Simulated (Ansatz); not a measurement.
C2H3Al: structure from calculated spectroscopic constants

These gas-phase data were calculated for one isomer of C2H3Al at r2SCAN-D4/def2-TZVP (harmonic, unscaled wavenumbers; equilibrium rotational constants with average atomic masses):

```
rotational constants            : 131, 4.783, 4.615 GHz
all wavenumbers above 1500 cm⁻¹ : 3446, 2096, 1952, 1946
```

Candidates:

(1) `C=[CH][Al]`, a singlet
(2) `[CH]1=[CH][AlH]1`, a singlet
(3) `C#[C][AlH2]`, a singlet

Problem. Which structure fits?

Solution. Candidate (3). The band at 3446 cm⁻¹ lies where the ≡C–H stretch is expected; (1), (2) have no mode between 3300 and 3560 cm⁻¹.

The same quantities for all candidates:

|  | rotational constants (GHz) | wavenumbers above 1500 cm⁻¹ | E above the lowest, r2SCAN-D4/def2-TZVP (kcal/mol) |
| --- | --- | --- | --- |
| (1) | 39.43, 6.757, 5.768 | 3137, 3104, 2973, 1595 | 0.0 |
| (2) | 33.84, 10.14, 7.804 | 3111, 3090, 1982 | 12.6 |
| (3) | 131, 4.783, 4.615 | 3446, 2096, 1952, 1946 | 6.3 |

Programs: Ansatz 0.2.0.
